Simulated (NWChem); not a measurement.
# CF2O (carbonyl fluoride) at r2SCAN0/def2-SVP (density fitting with weigend coulomb fitting, thermostat rescale)

Wanted: a short trajectory of CF2O (carbonyl fluoride). 

The calculation is run with NWChem 7.3.0.

**1. The system as given**

The species is CF2O (4 atoms), typed as a singlet with charge 0. SMILES: `O=C(F)F`. The shape is that of a GFN2-xTB optimisation. The run starts from this shape.

Bond lengths: O1–C2 1.159 Å, C2–F3 1.317 Å, C2–F4 1.317 Å. Angles: O1–C2–F3 126.8°, O1–C2–F4 126.7°, F3–C2–F4 106.5°.

**2. Molecular dynamics at r2SCAN0/def2-SVP (density fitting with weigend coulomb fitting, thermostat rescale)**

File cf2o.nw:

```
start cf2o
title "CF2O"
memory total 2200 mb
charge 0

geometry units angstrom noautosym nocenter noautoz
O     -1.243810    -0.157330     0.153910
C     -0.102510    -0.013170     0.012900
F      0.851050    -0.823360     0.422470
F      0.495270     0.993860    -0.589280
end

basis spherical bse
* library def2-SVP
end

basis "cd basis" spherical
* library "weigend coulomb fitting"
end

dft
xc r2scan0
grid coarse
noprint "final vectors analysis"
end

qmd
nstep_nucl 10
dt_nucl 40
targ_temp 1000
thermostat rescale
rand_seed 50411
print_xyz 1
end

task dft qmd
```

Command:

```
$ nwchem cf2o.nw > cf2o.out
```

Standard output:

```text
Northwest Computational Chemistry Package (NWChem) 7.3.0
             --------------------------------------------------------

           Job information
           ---------------

    nwchem branch   = 7.3.0
    use scalapack   = T
    input           = cf2o.nw
    prefix          = cf2o.
    data base       = ./cf2o.db
    status          = startup
    nproc           =        1

           Memory information
           ------------------

    heap     =     72089594 doubles =      550.0 Mbytes
    stack    =     72089599 doubles =      550.0 Mbytes
    global   =    144179200 doubles =     1100.0 Mbytes (distinct from heap & stack)
    total    =    288358393 doubles =     2200.0 Mbytes
    verify   = yes
    hardfail = no

           Directory information
           ---------------------

  0 permanent = .
  0 scratch   = .

                                NWChem Input Module
                                -------------------

                                       CF2O
                                       ----

 Scaling coordinates for geometry "geometry" by  1.889725989
 (inverse scale =  0.529177249)

                             Geometry "geometry" -> ""
                             -------------------------

 Output coordinates in angstroms (scale by  1.889725989 to convert to a.u.)

  No.       Tag          Charge          X              Y              Z
 ---- ---------------- ---------- -------------- -------------- --------------
    1 O                    8.0000    -1.24381000    -0.15733000     0.15391000
    2 C                    6.0000    -0.10251000    -0.01317000     0.01290000
    3 F                    9.0000     0.85105000    -0.82336000     0.42247000
    4 F                    9.0000     0.49527000     0.99386000    -0.58928000

      Atomic Mass
      -----------

      O                 15.994910
      C                 12.000000
      F                 18.998400

[... 150 lines left out ...]
          Spatial weights used:  Erf1
[... 77 lines left out ...]
 Nuclear repulsion energy =      120.047502301001
[... 175 lines left out ...]
          Convergence Information
[... 129 lines left out ...]
          Spatial weights used:  Erf1
[... 168 lines left out ...]
   convergence    iter        energy       DeltaE   RMS-Dens  Diis-err    time
[... 83 lines left out ...]
          total energy or number of iterations.
[... 173 lines left out ...]
           Coulomb energy =      271.227826625031
[... 162 lines left out ...]
          Convergence on density requested:  1.00D-05
[... 130 lines left out ...]
          Convergence on energy requested:  1.00D-06
[... 140 lines left out ...]
          Convergence Information
[... 129 lines left out ...]
          Spatial weights used:  Erf1
[... 168 lines left out ...]
   convergence    iter        energy       DeltaE   RMS-Dens  Diis-err    time
[... 84 lines left out ...]
          total energy or number of iterations.
[... 174 lines left out ...]
           Coulomb energy =      269.414055983484
[... 162 lines left out ...]
          Convergence on density requested:  1.00D-05
[... 131 lines left out ...]
          Convergence on energy requested:  1.00D-06
[... 140 lines left out ...]
          Convergence Information
[... 130 lines left out ...]
          Spatial weights used:  Erf1
[... 168 lines left out ...]
   convergence    iter        energy       DeltaE   RMS-Dens  Diis-err    time
[... 84 lines left out ...]
          total energy or number of iterations.
[... 5 lines left out ...]
                    Damping( 0%)  Levelshifting(0.5)       DIIS
                  --------------- ------------------- ---------------
          dE  on:    start            ASAP                start
          dE off:    2 iters         50 iters            50 iters

      Screening Tolerance Information
      -------------------------------
          Density screening/tol_rho:  1.00D-10
          AO Gaussian exp screening on grid/accAOfunc:  14
          CD Gaussian exp screening on grid/accCDfunc:  20
          XC Gaussian exp screening on grid/accXCfunc:  20
          Schwarz screening/accCoul:  1.00D-08

  int_init: cando_txs set to always be  F
  intd_init: cando_txs set to always be  F

                            NWChem DFT Gradient Module
                            --------------------------

                                       CF2O

  charge          =   0.00
  wavefunction    = closed shell

                         DFT ENERGY GRADIENTS

    atom               coordinates                        gradient
                 x          y          z           x          y          z
   1 O      -2.376659  -0.265433   0.223599   -0.084352  -0.004508  -0.012022
   2 C      -0.111934   0.043166   0.105599    0.059382   0.037516   0.017482
   3 F       1.679456  -1.700564   0.860949    0.039021  -0.056583   0.018228
   4 F       0.835121   1.952940  -1.170859   -0.014052   0.023576  -0.023687

                 ----------------------------------------
                 |  Time  |  1-e(secs)   |  2-e(secs)   |
                 ----------------------------------------
                 |  CPU   |       0.00   |       0.72   |
                 ----------------------------------------
                 |  WALL  |       0.00   |       0.72   |
                 ----------------------------------------

            QMD Run Information
            -------------------
  Kin. energy (a.u.):       10            0.009500
  Pot. energy (a.u.):       10         -312.578639
  Tot. energy (a.u.):       10         -312.569139
  Target temp. (K)  :       10             1000.00
  Current temp. (K) :       10             1000.00
  Dipole (a.u.)     :       10   4.730796E-01   1.586810E-01  -1.062966E-02

 Task  times  cpu:       30.2s     wall:       30.2s
 Total times  cpu:       30.3s     wall:       30.3s
```

Wall time 31 s (1 thread of Intel Xeon Platinum 8275CL at 3.00GHz (Skylake/Cascade Lake), shared host); peak memory 0.12 GiB.

The path in brief:

```csv
step,potential energy change (eV),largest force (eV/Å),temperature (K)
1,0.0000,3.0559,1000
2,0.0470,4.2259,1000
3,0.0933,4.8618,1000
4,0.1395,4.7844,1000
5,0.1604,4.0443,1000
6,0.1781,3.2606,1000
7,0.2054,3.4381,1000
8,0.2488,3.5598,1000
9,0.3073,3.6321,1000
10,0.3735,4.3875,1000
```

**3. Outcome**

At r2SCAN0/def2-SVP (density fitting with weigend coulomb fitting, thermostat rescale):

```
                          quantity          value
potential energy of the last frame  -312.57864 Eh
```
